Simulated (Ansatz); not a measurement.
Input for Ansatz (development build ahead of 0.2.0):

```yaml
crystal:
  periodic: [false, false, false]
  atoms:
    - { symbol: Cl, position_ang: [0.0, 0.0, -2.01754] }
    - { symbol: Mg, position_ang: [0.0, 0.0, 0.0] }
    - { symbol: Cl, position_ang: [0.0, 0.0, 2.01754] }
basis:
  gaussian: { orbitals: cc-pVDZ }
hamiltonian:
  xc: hf
correlation:
  method: mp2
  frozen_orbitals: { Cl: 5, Mg: 1 }
```

The input is written out in the form of the current development build from the run's settings.

Output:

| Quantity | Value |
| --- | --- |
| Converged | yes |
| Reference energy | -1118.76668 hartree |
| Correlation energy | -0.29580 hartree |
| Total energy | -1119.06248 hartree |
| Spin squared of the determinant | 0.000 |
